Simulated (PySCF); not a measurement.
Computed with PBE-D3(BJ)/def2-TZVP // B3LYP-D3(BJ)/def2-TZVP run with PySCF 2.14.0. Gas-phase values, no solvent. Excitations are Tamm–Dancoff values on a coarser integration grid. The basis has no diffuse functions, so Rydberg states are missing or too high.

Reference species (SMILES): `C#C` (neutral, multiplicity 1).

| Property | Value |
|---|---|
| HOMO | -7.17 eV |
| S1 oscillator strength | 0.000 |
| S1 excitation (TDA) | 6.99 eV |
| HOMO–LUMO gap | 6.99 eV |

Changed species: `C(C#C)#C` (X = ethynyl; the reference has X = H).

Give the shifts of the HOMO, S1 oscillator strength, S1 excitation (TDA) and HOMO–LUMO gap.

the HOMO increases by 0.58 eV, to -6.59 eV; the S1 oscillator strength is nearly the same; the S1 excitation (TDA) falls by 2.19 eV, to 4.80 eV; the HOMO–LUMO gap falls by 2.19 eV, to 4.80 eV.
